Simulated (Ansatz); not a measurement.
**[CH$_{3}$···H···BH$_{2}$], doublet along the distance C1-H5**

Starting geometry:

```yaml
atoms:
  - { symbol: C, position_ang: [-1.1885, 0.0000, 0.0000] }
  - { symbol: H, position_ang: [-1.5517, 1.0273, 0.0000] }
  - { symbol: H, position_ang: [-1.5517, -0.5137, 0.8897] }
  - { symbol: H, position_ang: [-1.5517, -0.5137, -0.8897] }
  - { symbol: H, position_ang: [-0.0989, 0.0000, 0.0000] }
  - { symbol: B, position_ang: [1.4065, 0.0000, 0.0000] }
  - { symbol: H, position_ang: [1.9155, 0.0000, 1.0770] }
  - { symbol: H, position_ang: [1.9155, 0.0000, -1.0770] }
```

From there H5 is moved from one fragment to the other while all else, the fragments' distance too, stays fixed; atoms are numbered as listed. Energies are in kJ/mol, counted from the starting geometry at the same level.

Basis cc-pVDZ; Ansatz 0.2.0. Only valence electrons are correlated (noble-gas cores frozen). R marks a restricted (for open shells ROHF) determinant, U an unrestricted one.

Full CI isn't at hand for all of this; UCCSDT(Q) serves as the reference, and is uncertain by about the last step of the cluster series.

| distance C1-H5 (Å) | UHF |
| --- | --- |
| 1.090 | 0.0 |
| 1.138 | 3.8 |
| 1.233 | 13.6 |
| 1.329 | 17.6 |
| 1.425 | 20.2 |

**Question.** Estimate the UCCSDT(Q) curve in cc-pVDZ from this one, knowing how UHF errs.

**Answer.** The computed UCCSDT(Q) values, in kJ/mol from the starting point, and the error of UHF against them:
| distance C1-H5 (Å) | UCCSDT(Q) | UHF less UCCSDT(Q) |
| --- | --- | --- |
| 1.090 | 0.0 | 0.0 |
| 1.138 | -0.8 | 4.6 |
| 1.233 | 13.2 | 0.5 |
| 1.329 | 20.8 | -3.3 |
| 1.425 | 32.2 | -12.0 |

The error spans 16.6 kJ/mol and is largest, -12.0 kJ/mol, at 1.425 Å.
